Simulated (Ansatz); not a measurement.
Predict the output of the script below (Ansatz 0.2.0 through its Python package).

The script, `run_md.py`:
```python
# -*- coding: utf-8 -*-
"""A short Born-Oppenheimer trajectory of H3S(+)."""

from dataclasses import dataclass

import ansatz as az
import numpy as np


@dataclass
class RunConfig:
    basis: str = "6-31G"
    functional: str = "pbe0"
    charge: int = 1
    n_steps: int = 20
    temperature_k: int = 300


opts = RunConfig()


def main():
    mol = (
        az.Crystal.molecule()
        .atom("S", (0.0192, -0.0141, 0.4802))
        .atom("H", (-0.4829, 1.0958, -0.109))
        .atom("H", (1.1769, -0.127, -0.2112))
        .atom("H", (-0.7132, -0.9548, -0.1599))
    )

    model = (
        mol.calculation()
        .basis(gaussian=opts.basis)
        .functional(opts.functional)
        .charge(opts.charge)
        .scf(lower_state_search="light")
    )
    symbols = [site.symbol for site in mol.cartesian_sites]
    start = np.array([site.position_ang for site in mol.cartesian_sites], dtype=float)
    rep = model.relax(force_tolerance=0.02).run(threads=1).report
    end = np.array(rep["positions_ang"])
    minimum = az.Crystal.molecule()
    for symbol, place in zip(symbols, end):
        minimum = minimum.atom(symbol, place.tolist())

    # dynamics from the relaxed geometry
    model = (
        minimum.calculation()
        .basis(gaussian=opts.basis)
        .functional(opts.functional)
        .charge(opts.charge)
        .scf(lower_state_search="light")
        .md("nve", timestep=1.0, steps=opts.n_steps, temperature=opts.temperature_k, initial_velocities="maxwell_boltzmann", seed=52)
    )
    frames = []
    done = model.session().plan().execute(on_event=lambda e: frames.append(e["data"]) if e["event"] == "md_step" else None)
    print("t (fs)   E_pot (eV)      E_kin (eV)   T (K)   d(0-1) (A)")
    for f in frames[::1]:
        xyz = np.array(f["positions_ang"])
        print(f"{f['time_fs']:6.2f} {f['lagrangian_ev']:14.5f} {f['e_kin_ev']:10.5f} {f['temperature_k']:8.1f} {np.linalg.norm(xyz[0] - xyz[1]):9.4f}")
    kept = np.array([f["conserved_ev"] for f in frames])
    print(f"conserved energy moves by at most {1000 * np.ptp(kept):.3f} meV")


if __name__ == "__main__":
    main()
```

Running `python run_md.py` prints:
```text
t (fs)   E_pot (eV)      E_kin (eV)   T (K)   d(0-1) (A)
  0.00   -10869.59127    0.07756    300.0    1.3776
  1.00   -10869.57882    0.06593    255.0    1.3810
  2.00   -10869.55193    0.04029    155.8    1.3839
  3.00   -10869.52939    0.01858     71.9    1.3854
  4.00   -10869.52404    0.01323     51.2    1.3855
  5.00   -10869.53600    0.02445     94.6    1.3839
  6.00   -10869.55384    0.04124    159.5    1.3811
  7.00   -10869.56183    0.04858    187.9    1.3776
  8.00   -10869.55121    0.03844    148.7    1.3742
  9.00   -10869.53072    0.01948     75.3    1.3715
 10.00   -10869.52343    0.01312     50.8    1.3702
 11.00   -10869.54272    0.03142    121.5    1.3705
 12.00   -10869.57399    0.06091    235.6    1.3724
 13.00   -10869.59062    0.07687    297.3    1.3756
 14.00   -10869.58124    0.06822    263.9    1.3793
 15.00   -10869.55577    0.04401    170.2    1.3829
 16.00   -10869.53306    0.02218     85.8    1.3855
 17.00   -10869.52667    0.01584     61.3    1.3864
 18.00   -10869.53745    0.02591    100.2    1.3856
 19.00   -10869.55454    0.04197    162.4    1.3831
 20.00   -10869.56242    0.04918    190.2    1.3796
conserved energy moves by at most 3.443 meV
```

What to keep in mind:
- These settings explore the input space; basis and method may be short of convergence.
- The trajectory is only some femtoseconds long, so its temperature is not equilibrated; where the script doesn't relax first, it starts from a rough generated geometry.
- The temperature counts the internal degrees of freedom alone.
- With hydrogen a step over 0.5 fs is long.
- Wall time of the script: 9.6 s on 1 thread of AMD EPYC 7R43 64-Core Processor (Zen 3), on a shared host, peak memory 0.16 GiB.
